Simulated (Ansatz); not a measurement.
# BCl2: the cost of one run

Computed with Ansatz 0.2.0, Gaussian basis. Level: def2-QZVPP, all electrons in the functionals.

Plan: PBE, BLYP, r2SCAN, B97M-V, PBE0, B3LYP, at charge 0, quartet; charge 0, doublet; charge 0, sextet; charge 1, triplet; charge 1, quintet.

3 further runs of the same task are left out: 1 that didn't finish, 2 set aside as unsound or not needed.

### 1 The system

The geometry is a PBE0/def2-TZVP stationary point (not a proven minimum).

3 atoms, charge 0, spin multiplicity 4.

Atoms are counted from 1 here; the program's logs count them from 0.

Bond lengths: B1–Cl2 1.837 Å, B1–Cl3 1.837 Å. Angles: Cl2–B1–Cl3 89.7°.

No dispersion term is added; B97M-V holds VV10 nonlocal correlation. B3LYP takes the VWN-RPA correlation.

The geometry shown and the zero of energy belong to the point charge 0, quartet. The yardstick, UCCSD(T), and other wave-function levels (R restricted, U unrestricted, valence and pair active spaces) come from earlier runs.

### 2 PBE, charge 0, quartet

Input file in.yaml:

```yaml
crystal:
  periodic: [false, false, false]
  atoms:
    - {symbol: B, position_ang: [0.000000, -1.130054, 0.000000]}
    - {symbol: Cl, position_ang: [0.000000, 0.172299, -1.295539]}
    - {symbol: Cl, position_ang: [0.000000, 0.172299, 1.295539]}
basis:
  gaussian: {orbitals: "def2-QZVPP.json"}
magnetization: {spin_polarized: true, initial_magnetization: 3}
hamiltonian: {xc: {name: PBE}}
output: {orbitals: {seedname: orbitals}}
```

Launch:

```bash
$ ansatz run in.yaml --threads 1 --pin off --events-out ev --progress --plain --max-ram 2393MiB
```

What time and memory should one allow on 1 thread of Intel Xeon 6975P-C, shared host?

About 7 s, with a peak of 0.4 GiB.
